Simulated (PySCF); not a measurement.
Planning an excited-state job on `C=C[C@]1(C)CN1`.

Method: TDDFT PBE0/def2-SVPD, vertical, gas phase, core orbitals frozen in the response (PySCF 2.14.0, density-fitted response routines). Geometry: PBE0-D3(BJ)/def2-SVP. Work: 10 singlets by full TDDFT, 4 Tamm–Dancoff triplets, polarisability, ΔSCF ions, density fitting. A driver script takes a list of jobs; this job's settings line and coordinates (Å) are shown.

Input:
```
{"job": {"kind": "uv", "xc": "PBE0", "basis": "def2-SVPD", "ip": true}, "charge": 0, "multiplicity": 1}
C      1.886779     0.680015     0.955427
C      1.088618    -0.280365     0.483209
C     -0.244267    -0.093616    -0.137483
C     -0.766759     1.312148    -0.265568
C     -1.201809    -1.225865     0.023560
N     -0.577119    -0.981444    -1.257387
H      1.599929     1.734297     0.928363
H      2.859345     0.440891     1.391410
H      1.425961    -1.324259     0.538250
H     -0.893101     1.781116     0.722191
H     -0.076362     1.931774    -0.858494
H     -1.737025     1.303625    -0.779508
H     -2.274023    -1.006113     0.078358
H     -0.884277    -2.084063     0.627562
H      0.179948    -1.642377    -1.429635
```

Hardware: one thread, Arm Neoverse V1, shared host.

How large is the basis?

192 functions for 46 electrons, with 665 fitting functions; the fitted three-index integrals, 665 × 192 × 193/2 numbers of 8 bytes, come to 94 MiB.

What wall time should be expected on this hardware?

About 48 s. The SCF took 13 cycles.

The SCF part of the output:
```
coarse grid: 12072 points
cycle   1  E = -250.1009626528  dE =  6.616e-01  |g| = 3.720e-01  |ddm| = 8.245e+00
cycle   2  E = -250.0994546493  dE =  1.508e-03  |g| = 3.964e-01  |ddm| = 2.419e+00
cycle   3  E = -250.1387346337  dE = -3.928e-02  |g| = 5.349e-02  |ddm| = 1.214e+00
cycle   4  E = -250.1391698746  dE = -4.352e-04  |g| = 2.975e-02  |ddm| = 1.905e-01
cycle   5  E = -250.1393749864  dE = -2.051e-04  |g| = 5.255e-03  |ddm| = 7.708e-02
cycle   6  E = -250.1393801492  dE = -5.163e-06  |g| = 2.620e-03  |ddm| = 1.713e-02
final grid: 115384 points
cycle   7  E = -250.1735654713  dE = -4.709e-05  |g| = 9.713e-03  |ddm| = 2.800e-01
cycle   8  E = -250.1735455580  dE =  1.991e-05  |g| = 1.317e-02  |ddm| = 6.473e-02
cycle   9  E = -250.1735900902  dE = -4.453e-05  |g| = 1.817e-03  |ddm| = 3.575e-02
cycle  10  E = -250.1735909284  dE = -8.382e-07  |g| = 2.992e-04  |ddm| = 3.868e-03
cycle  11  E = -250.1735909477  dE = -1.932e-08  |g| = 1.292e-04  |ddm| = 8.812e-04
cycle  12  E = -250.1735909517  dE = -3.959e-09  |g| = 2.726e-05  |ddm| = 3.915e-04
cycle  13  E = -250.1735909518  dE = -1.527e-10  |g| = 1.088e-05  |ddm| = 1.113e-04
converged SCF energy = -250.1735909518
```

On the final grid dE counts from the start density on that grid.

Times come from a shared host and carry two figures at best.
